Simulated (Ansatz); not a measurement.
Born–Oppenheimer molecular dynamics of CH₅BO (8 atoms, charge 0, multiplicity 1). It starts from a relaxed structure.

Computed with RKS B3LYP/cc-pVDZ (Ansatz).

* ensemble: NVT, Langevin thermostat
* time step: 4 fs
* steps asked: 40
* set temperature: 100 K
* friction: 0.005 /fs
* seed: 398914

First frame:

```xyz
8
Properties=species:S:1:pos:R:3
B 0.018 -0.220 -0.084
H -0.029 -0.510 1.096
C 1.383 0.019 -0.815
H 2.024 -0.880 -0.734
H 1.272 0.277 -1.880
H 1.951 0.825 -0.313
O -1.141 -0.095 -0.789
H -1.925 -0.263 -0.249
```

Task: What does the run give?

Result: All steps were run.

| Property | Result |
| --- | --- |
| steps done | 40 |
| time covered | 160 fs |
| mean temperature over the second half | 383530588 K |
| spread of the potential energy over the second half | 84.9 meV per atom |
| mean potential energy of the second half above the start | 4319.1 meV per atom |

The temperature shot up to 9e+08 K, far beyond the bath's, so the integration failed: the time step of 4 fs is too long for the fastest motions that this run met, and the later frames carry no physical meaning.

Task: What happens to the structure?

Result: Parted: B1–H2 1.22 → 52.72 Å, B1–C3 1.57 → 1062.67 Å, C3–H4 1.11 → 1136.65 Å, C3–H5 1.10 → 1067.59 Å, C3–H6 1.11 → 13684.13 Å, O7–H8 0.97 → 184.96 Å. It ends as BO + C + H + H + H + H + H. Pairs count as bonded within 1.25 times the sum of covalent radii (0.12 Å more for H–H). This is one draw of velocities; another would differ in detail.

Task: How do temperature and energy run in time?

Result: 
```tsv
time (fs)	T (K)	potential energy less start (eV)
0.0	88	0.000
8.0	334	2.889
16.0	8481	13.329
24.0	41531	13.066
32.0	898089083	26.845
40.0	829068566	29.786
48.0	765313451	34.364
56.0	706495949	33.972
64.0	652202599	36.071
72.0	602054154	36.230
80.0	555762722	33.910
88.0	512999556	34.621
96.0	473524899	35.881
104.0	437157837	33.893
112.0	403530987	34.395
120.0	372514356	35.482
128.0	343907519	33.828
136.0	317462891	34.610
144.0	292994296	34.652
152.0	270444963	33.893
160.0	249647345	35.040
```

Time of the run: 4.5 min on 1 thread of Arm Neoverse V2 (shared host), peak memory 0.14 GiB.
